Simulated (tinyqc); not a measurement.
Worked calculation: UHF in the sto-3g basis, for OH+, spin multiplicity 3. This run ends on a higher stationary point, not on the lowest solution. One step of it, computed by the program tinyqc.

Task: Iteration 3: diagonalisation and new density. Diagonalise F' = X^T F X, C = X C', fill 5 alpha and 3 beta electrons from the bottom; D(s) = C_occ C_occ^T. Each column has its largest component positive (the first on a tie).

extrapolated F(alpha) (hartree), lower triangle:
```
             1O 1s      1O 2s     1O 2px     1O 2py     1O 2pz      2H 1s
1O 1s   -20.660956
1O 2s    -5.284684  -2.859096
1O 2px    0.000000   0.000000  -0.766857
1O 2py    0.000000   0.000000   0.016454  -0.855857
1O 2pz    0.003014   0.019825   0.000000   0.000000  -0.818329
2H 1s    -0.138415  -0.231041   0.000000   0.000000  -0.227364  -0.539798
```

extrapolated F(beta) (hartree), lower triangle:
```
             1O 1s      1O 2s     1O 2px    1O 2py     1O 2pz      2H 1s
1O 1s   -20.627061
1O 2s    -5.203618  -2.646395
1O 2px    0.000000   0.000000  -0.680717
1O 2py    0.000000   0.000000  -0.127942  0.011317
1O 2pz    0.002762  -0.137084   0.000000  0.000000   0.141290
2H 1s    -0.133373  -0.215384   0.000000  0.000000  -0.078327  -0.412668
```

X, lower triangle:
```
            1O 1s      1O 2s    1O 2px    1O 2py     1O 2pz     2H 1s
1O 1s    1.021974
1O 2s   -0.123117   1.025133
1O 2px   0.000000   0.000000  1.000000
1O 2py   0.000000   0.000000  0.000000  1.000000
1O 2pz  -0.000452   0.003410  0.000000  0.000000   1.003609
2H 1s    0.005228  -0.046346  0.000000  0.000000  -0.049279  1.006712
```

Give: F' = X^T F X; orbital energies; coefficients C; F' = X^T F X; orbital energies; coefficients C; D(alpha) after iteration 3; D(beta) after iteration 3.

Result:

F' = X^T F X (alpha) (hartree), lower triangle:
```
          1        2        3        4        5        6
1  -20.2936
2   -2.6520  -1.9644
3    0.0000   0.0000  -0.7669
4    0.0000   0.0000   0.0165  -0.8559
5   -0.0025   0.0310   0.0000   0.0000  -0.8029
6    0.0106  -0.1080   0.0000   0.0000  -0.1649  -0.5105
```

orbital energies (alpha) (hartree): MO1 -20.6696, MO2 -1.5995, MO3 -0.8767, MO4 -0.8588, MO5 -0.7639, MO6 -0.4256

coefficients C (alpha):
```
            MO1      MO2      MO3      MO4     MO5      MO6
1O 1s    0.9946  -0.2636   0.0075   0.0000  0.0000   0.0301
1O 2s    0.0220   1.0228  -0.0382   0.0000  0.0000  -0.1422
1O 2px   0.0000   0.0000   0.0000  -0.1762  0.9844   0.0000
1O 2py   0.0000   0.0000   0.0000   0.9844  0.1762   0.0000
1O 2pz  -0.0001  -0.0202   0.8973   0.0000  0.0000  -0.4517
2H 1s   -0.0011   0.0514   0.3637   0.0000  0.0000   0.9398
```

F' = X^T F X (beta) (hartree), lower triangle:
```
          1        2        3       4        5        6
1  -20.2754
2   -2.5969  -1.7631
3    0.0000   0.0000  -0.6807
4    0.0000   0.0000  -0.1279  0.0113
5    0.0170  -0.1339   0.0000  0.0000   0.1482
6    0.0110  -0.0990   0.0000  0.0000  -0.0603  -0.3958
```

orbital energies (beta) (hartree): MO1 -20.6328, MO2 -1.4279, MO3 -0.7036, MO4 -0.3900, MO5 0.0342, MO6 0.1646

coefficients C (beta):
```
            MO1      MO2     MO3      MO4      MO5      MO6
1O 1s    0.9956  -0.2585  0.0000   0.0333   0.0000   0.0198
1O 2s    0.0178   1.0186  0.0000  -0.1574   0.0000  -0.0743
1O 2px   0.0000   0.0000  0.9844   0.0000  -0.1762   0.0000
1O 2py   0.0000   0.0000  0.1762   0.0000   0.9844   0.0000
1O 2pz   0.0001   0.0875  0.0000   0.0350   0.0000   1.0004
2H 1s   -0.0010   0.0509  0.0000   0.9981   0.0000  -0.1385
```

D(alpha) after iteration 3, lower triangle:
```
          1O 1s    1O 2s  1O 2px  1O 2py  1O 2pz   2H 1s
1O 1s    1.0587
1O 2s   -0.2480   1.0480
1O 2px   0.0000   0.0000  1.0000
1O 2py   0.0000   0.0000  0.0000  1.0000
1O 2pz   0.0120  -0.0550  0.0000  0.0000  0.8056
2H 1s   -0.0119   0.0387  0.0000  0.0000  0.3253  0.1349
```

D(beta) after iteration 3, lower triangle:
```
          1O 1s   1O 2s  1O 2px  1O 2py  1O 2pz   2H 1s
1O 1s    1.0581
1O 2s   -0.2456  1.0379
1O 2px   0.0000  0.0000  0.9690
1O 2py   0.0000  0.0000  0.1734  0.0310
1O 2pz  -0.0225  0.0891  0.0000  0.0000  0.0077
2H 1s   -0.0142  0.0518  0.0000  0.0000  0.0045  0.0026
```
